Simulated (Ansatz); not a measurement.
## Property card for Na

Theory: DFT PBEsol, scalar-relativistic, plane waves, PAW (Ansatz 0.2.0).

Plane waves to 420 eV, a k mesh through Γ of 14×14×14 on the computed 1-atom cell and Gaussian smearing (0.10 eV); no spin polarisation.

The structure is relaxed at this level of theory with its symmetry kept.

It takes space group Im-3m (No. 229, cubic). Conventional cell: a = 4.169 Å, b = 4.169 Å, c = 4.169 Å, α = 90.00°, β = 90.00°, γ = 90.00°. Na (site symmetry m-3m) is surrounded by 8 Na at 3.61 Å.

```
Volume per atom                                                   : 36.23 Å³
Formation energy from the elements' standard states (uncorrected) : 0.000 eV/atom
Kohn–Sham band gap                                                : none (metal)
Density of states at the Fermi level                              : 0.47 states/eV per cell
Löwdin character within 0.5 eV of the Fermi level                 : Na 3s 83 %, unprojected 17 %
Bulk modulus                                                      : 7.9 GPa
Its pressure derivative                                           : 3.7
Bader charges (e)                                                 : Na (1 in the cell) 0.00
```

Cost: 9 runs of about 0.56 core-minutes in all, on Arm Neoverse V1 (shared hosts).